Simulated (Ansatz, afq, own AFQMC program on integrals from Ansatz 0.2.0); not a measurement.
Two steps: Ansatz 0.2.0 writes the Fock matrix and Cholesky factors of the valence space, and afq projects on them the lowest state that overlaps trial and start.

```yaml
crystal:
  periodic: [false, false, false]
  atoms:
    - {symbol: B, position_ang: [0.000000, 0.000000, 0.250273]}
    - {symbol: H, position_ang: [0.000000, 0.000000, -1.679727]}
    - {symbol: H, position_ang: [0.000000, 0.000000, 1.429454]}
basis:
  gaussian: {orbitals: cc-pVDZ}
total_charge: 1
magnetization: {spin_polarized: true, initial_magnetization: 0}
correlation: {method: ccsd_t, electrons: outside_noble_gas, hamiltonian_folder: ham}
```

```sh
$ ansatz run in.yaml --threads 1 --pin off --events-out ev --progress --plain --max-ram 16896MiB --backend cuda --devices 0, --max-vram 18GiB
```

Options of the walk:

```
--method phaseless --trial cisd --walkers 4000 --populations 20 --least-time 60 --time-step 0.005 --steps-per-block 50 --equilibration-blocks 40 --max-blocks 4000 --target-error 0.00024 --factor-cut 1e-05 --start spin_pure --seed 475 --release-times 0.24,0.51,0.99,1.62,2.4 --release-step 0.03 --release-every 3 --taylor-order 6
```

Times are imaginary, in 1/Eh. The walk had a cap of 122 s. With eight or more populations the least sampling time is a fifth of least-time, and the error comes from their spread.

```
orbitals 23  electrons 2 2  factors 153 of 221
reference energy -25.35949789 Eh
CCSD correlation -0.08951982 Eh in 11 cycles, weight of the determinant in the CISD state 0.9196
energy of the start -25.449016 Eh
 block  time / (1/Eh)  mean weight  energy / Eh
     1     0.250  1.0000  -25.448696
     2     0.500  1.0000  -25.448829
     3     0.750  1.0000  -25.449053
     4     1.000  1.0001  -25.449380
     5     1.250  0.9999  -25.449567
    10     2.500  1.0002  -25.450176
    19     4.750  1.0001  -25.450751
    27     6.750  1.0002  -25.450416
    29     7.250  1.0000  -25.450761
    39     9.750  1.0000  -25.450779
    49    12.250  1.0001  -25.451008
    59    14.750  0.9999  -25.450810
    69    17.250  1.0000  -25.450712
    79    19.750  1.0002  -25.450666
    89    22.250  0.9999  -25.450855
error from the spread of 20 populations
released: time / (1/Eh)  energy / Eh  error  mean overlap
  0.24  -25.450806  0.000050  1.0013
  0.51  -25.450866  0.000047  1.0005
  0.99  -25.450947  0.000051  0.9981
  1.62  -25.450988  0.000032  0.9985
  2.40  -25.450982  0.000032  0.9979
energy -25.450749 +/- 0.000046 Eh
(rows thinned)
```

(1) Estimate how long the walk took on 1 × NVIDIA H100 80GB HBM3 with 2 threads of AMD EPYC 7R13 Processor (Zen 3) (shared host) (the card was shared).

The run passed its tests (sampling time, drift between the halves within three errors, error under three times the target), which doesn't prove that it has relaxed.

Against this walk (error 1.3 meV) on the same determinant: CCSD(T) 9.6 meV higher, CCSDT(Q) 7.9 meV lower, full CI 8.6 meV lower. The error is statistical and leaves out the bias of the constraint. Released to 2.40 1/Eh the energy lies 6.4 ± 1.5 meV (both errors) below the phaseless value, which shows part or all of the bias of the constraint, and full CI lies 2.2 meV below the released value. Full CI is exact here, so the walk's 9 meV above it is the walk's own error: the bias of the constraint with this trial.

Cautions: constraint bias not in the error; an unrestricted solution with more broken spin lies lower (65 meV, ⟨S²⟩ 0.25), while this determinant keeps restricted orbitals.

## Answers

(1) 27 s of wall time.

CCSDT and higher add their correlation energy to the determinant of the CCSD(T) run, since their own runs factorise the integrals more tightly (a shift of under 2 meV). A walk keeps the symmetry of its determinant, which the program's search chose and which needn't be the lowest solution, so a lower state of the same spin and another symmetry isn't excluded.
